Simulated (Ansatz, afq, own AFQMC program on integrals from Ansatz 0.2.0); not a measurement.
H$_{2}$O$_{2}$, triplet: a scan with AFQMC

```xyz
4

O     0.0000   -0.1148    0.9347
O     0.0000    0.1148   -0.9347
H     0.0000    0.8517    1.0082
H     0.0000   -0.8517   -1.0082
```

The O2–H4 distance is changed with both sides rigid. Energies in mEh count from this geometry (0.969 Å) at the same level; the start stands on UHF, each point on the determinant named.

Basis cc-pVDZ. Noble-gas cores (and the filled d shells of Ga–Kr and In–Xe) are frozen. AFQMC by an in-house program on the Cholesky factors that Ansatz 0.2.0 writes for its CCSD(T) run. ph-AFQMC/CISD is guided by a CISD state made of CCSD amplitudes; releasing the constraint for a short imaginary time cuts its bias at the price of noise, slowly where states lie close. Error bars are statistical, one sigma.

Cautions, each for one point or more: a spin-contaminated unrestricted determinant lies lower; cluster runs in doubt by the program's own checks; higher spins were not checked; lower spins were not checked; strong correlation; unrestricted determinant spin contaminated; walk and cluster series may follow different spin states.

```json
{"r(O2–H4) / Å": "1.182", "det.": "UHF", "T1": "0.051", "weight": "0.81", "⟨S²⟩": "2.03", "CCSD(T)": "23.6", "ph-AFQMC/CISD": "23.2 ± 1.6", "released AFQMC": "25.0 ± 3.0*", "CCSDT(Q)": "23.9", "wB97M-V": "24.5", "B2PLYP": "24.0"}
{"r(O2–H4) / Å": "1.589", "det.": "UHF¶", "T1": "0.079", "weight": "0.70", "⟨S²⟩": "2.67", "CCSD(T)": "100.1", "ph-AFQMC/CISD": "96.5 ± 1.9", "released AFQMC": "–", "CCSDT(Q)": "99.2", "wB97M-V": "108.4§", "B2PLYP": "109.2§"}
{"r(O2–H4) / Å": "2.125", "det.": "ROHF", "T1": "0.047", "weight": "0.79", "⟨S²⟩": "pure", "CCSD(T)": "120.1", "ph-AFQMC/CISD": "127.6 ± 1.7", "released AFQMC": "–", "CCSDT(Q)": "–", "wB97M-V": "142.5§", "B2PLYP": "135.4§"}
{"r(O2–H4) / Å": "3.374", "det.": "UHF¶", "T1": "0.049", "weight": "0.81", "⟨S²⟩": "2.85", "CCSD(T)": "120.5", "ph-AFQMC/CISD": "117.9 ± 1.6", "released AFQMC": "120.0 ± 2.9*", "CCSDT(Q)": "122.5", "wB97M-V": "139.3§", "B2PLYP": "133.5§"}
```

Weight is that of the determinant in the CISD state; at the start T1 is 0.051 and the weight 0.82, and ⟨S²⟩ is 2.02. ¶ marks points with a poor determinant and no full CI, where no value is sure; they don't count among the departures. An asterisk marks released energies that aren't shown to be converged. Symmetry can't show for every point that it stays on the start's state. A dash marks a missing value, a released energy that hasn't settled or a functional that sits on another state. § marks a functional whose ⟨S²⟩ is too high by over 0.1. Largest departures from phaseless AFQMC with a CISD trial: CCSD(T) -7.6 mEh at 2.125 (on ROHF). The walk's constraint bias lies outside its error bars, so these are departures and not errors. The functionals aren't scored here. In this small basis the wave-function levels are far from their limit, so their gap to the functionals isn't the functionals' error. In total energy ph-AFQMC/CISD lies 142 ± 28 meV above CCSDT(Q) at the start, so its agreement along the curve rests in part on cancellation.

Some points may be missing: those where a free walk finds a much lower state, and past Zn most of those on another determinant than at the start.

A walk keeps the symmetry of its determinant, which the program's search chose and which needn't be the lowest solution, so a lower state of the same spin and another symmetry isn't excluded.
